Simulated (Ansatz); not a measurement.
I need a search for lower mean-field states of CS (charge +1). Use the Ansatz DFT code, driven from Python. Level of theory (for the species named): B3LYP, cc-pVDZ basis, multiplicity 2.

The script reads `cs.xyz`:
```text
2

C     0.00000    0.00000    0.00000
S     0.00000    0.00000    1.79500
```

`states.py`:
```python
# -*- coding: utf-8 -*-
'''Restricted and unrestricted solutions of CS(+), stretched and not.'''

import ansatz as az
import numpy as np

molecule = az.Crystal.molecule_from_extxyz('cs.xyz')
symbols = [site.symbol for site in molecule.cartesian_sites]

start = np.array([site.position_ang for site in molecule.cartesian_sites])
for factor in [1.0, 1.3]:
    xyz = (start - start.mean(axis=0)) * factor
    scaled = az.Crystal.molecule()
    for symbol, place in zip(symbols, xyz):
        scaled = scaled.atom(symbol, place.tolist())
    calc = scaled.calculation()
    calc = calc.basis(gaussian='cc-pVDZ')
    calc = calc.functional('b3lyp')
    calc = calc.charge(1)
    calc = calc.spin('collinear', total=1)
    for search in ('off', 'standard'):
        try:
            rep = calc.scf(lower_state_search=search).run(threads=1, backend='cpu').report
        except az.AnsatzError as error:
            print(f'x{factor} search {search}: {type(error).__name__}')
            continue
        state = rep['mean_field']['state']
        print(f'all distances x{factor}, search {search:8s} E = {rep["free_energy_ev"]:.5f} eV  <S^2> = {abs(state["spin_squared"]):.3f}  other states met: {len(rep["mean_field"]["others"])}')
```

`python states.py` gives:
```text
all distances x1.0, search off      E = -11857.64300 eV  <S^2> = 0.758  other states met: 0
all distances x1.0, search standard E = -11857.66396 eV  <S^2> = 0.832  other states met: 6
all distances x1.3, search off      E = -11855.62594 eV  <S^2> = 1.563  other states met: 0
all distances x1.3, search standard E = -11855.62594 eV  <S^2> = 1.563  other states met: 14
```

What to keep in mind:
- Total energies depend on the basis set; only differences at equal settings carry meaning.
- The count of other states can hold repeated and symmetry-equivalent ends of the search; scaling all distances is a test, and for more than two atoms no physical path.
- The run takes the species as open-shell (spin multiplicity 2), which needn't be its ground state.
- The expectation value of S² is noticeably off S(S+1) in at least one run, so that state is spin-contaminated.
- b3lyp holds the VWN-RPA fit, as in Gaussian; the form of ORCA and Turbomole is b3lyp5.
- The spin state was assumed, and another may lie lower.
- Timing: 8.4 s on 1 thread of Arm Neoverse V1, on a shared host, peak memory 0.14 GiB.
